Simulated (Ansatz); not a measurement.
A nudged elastic band was laid between two geometries of AlH₇SSi (10 atoms, charge 0, multiplicity 1).

Theory: Ansatz, RKS revPBE-D4/def2-SVP.

```json
{
 "movable images": "7",
 "climbing image": "yes",
 "spring": "5.0 eV/Å²",
 "optimiser": "quadratic models (default)",
 "start path": "through a guess of the saddle point",
 "force threshold": "0.03 eV/Å",
 "iteration limit": "60",
 "end points": "relaxed"
}
```

Image 0:

```xyz
10
Properties=species:S:1:pos:R:3
Al -0.209 -1.381 -0.131
Si 1.423 0.460 -0.359
H -0.952 -1.921 -1.452
H -0.186 -2.280 1.203
H -1.888 1.192 -0.292
S -2.105 0.219 0.639
H 0.891 1.516 -1.313
H 1.592 1.189 0.962
H 2.814 0.117 -0.838
H -1.379 0.888 1.582
```

Image 8:

```xyz
10
Properties=species:S:1:pos:R:3
Al -0.955 -1.130 0.130
Si 1.443 0.902 -0.571
H -0.937 -1.738 -1.345
H 0.198 -1.391 1.212
H -0.064 0.678 -0.464
S -2.877 -0.236 0.795
H 1.629 1.998 -1.579
H 1.936 1.307 0.784
H 2.072 -0.377 -1.032
H -2.446 -0.013 2.069
```

Question: Which bonds break or form, and what moves?

Answer: Bonds broken: Al1–Si2, H5–S6. Bonds formed: Si2–H5. AlH7SSi becomes AlH3S + H4Si.

Question: Give the energies along the band, and the barrier.

Answer: The run converged. The highest image is number 4 of 0 to 8, 12.2 kcal/mol above the first end and 25.0 kcal/mol above the last; the last end lies 12.8 kcal/mol below the first. A vibrational analysis at the climbing image gives one clearly imaginary mode, 684i cm⁻¹: a first-order saddle point. The orbitals stay closed-shell, which can raise the energy where a bond breaks towards radicals; this wasn't checked here.

```csv
image,path coordinate (Å),energy (kcal/mol),Al1–Si2 (Å),H5–S6 (Å),Si2–H5 (Å)
0,0.00,0.0,2.47,1.36,3.39
1,0.58,0.2,2.47,1.37,3.25
2,1.16,1.8,2.47,1.36,2.87
3,1.74,7.2,2.50,1.40,2.43
4,2.33,12.2,2.60,1.66,1.97
5,2.96,-2.6,2.92,2.28,1.59
6,3.59,-11.1,3.22,2.79,1.52
7,4.22,-12.6,3.30,3.09,1.52
8,4.85,-12.8,3.22,3.21,1.53
```

Question: What is the geometry of the highest image?

Answer: 
```xyz
10
Properties=species:S:1:pos:R:3
Al -0.530 -1.214 -0.091
Si 1.236 0.674 -0.400
H -0.867 -1.724 -1.564
H -0.101 -2.044 1.204
H -0.676 0.641 0.073
S -2.263 0.402 0.484
H 1.047 1.660 -1.524
H 1.694 1.420 0.827
H 2.353 -0.268 -0.804
H -1.894 0.452 1.796
```

Question: What are the harmonic wavenumbers there?

Answer: 684i, 96, 176, 224, 283, 301, 353, 436, 453, 502, 604, 670, 682, 850, 879, 904, 1013, 1331, 1874, 1902, 2107, 2152, 2163, 2615 cm⁻¹.

The band took 12 iterations and roughly 4 core-minutes.

The run took 2.1 min on 2 threads of Arm Neoverse V1, on a shared host, peak memory 0.13 GiB.
